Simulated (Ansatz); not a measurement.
Species: C2H2Cl, charge 0, doublet. C2H2Cl (SMILES C=[C]Cl, doublet).
B3LYP-D3(BJ)/def2-TZVP minimum from Ansatz (a program for electronic structure):
```xyz
5

C      0.0924     0.6987    -0.0099
C      1.3520     1.0534    -0.0189
Cl    -0.7322    -0.7609     0.0128
H      2.1572     0.3219    -0.0114
H      1.6238     2.1015    -0.0342
```
Charge 0, spin multiplicity 2.

Total energies in aug-cc-pV(D+d)Z, 17 correlated electrons, 7 frozen orbitals. Radicals and triplets start from unrestricted determinants; spin-orbit coupling is neglected. Correlated methods leave the cores frozen. No relativity. The UHF reference of C2H2Cl (C=[C]Cl, doublet) is spin-contaminated (<S^2> up to 0.21 over the pure value in the sets run).

```tsv
method	program	energy (Eh)	minus CCSDT(Q) (mEh)
HF	Ansatz	-536.32899	447.37
MP2	Ansatz	-536.71249	63.86
CCSD	Ansatz	-536.75674	19.61
CCSD(T)	Ansatz	-536.77343	2.92
CCSDT(Q)	Ansatz	-536.77636	0.00
```

Rough core times of Ansatz's runs on a shared machine: CCSD(T) 40 s, CCSDT(Q) 30 min.
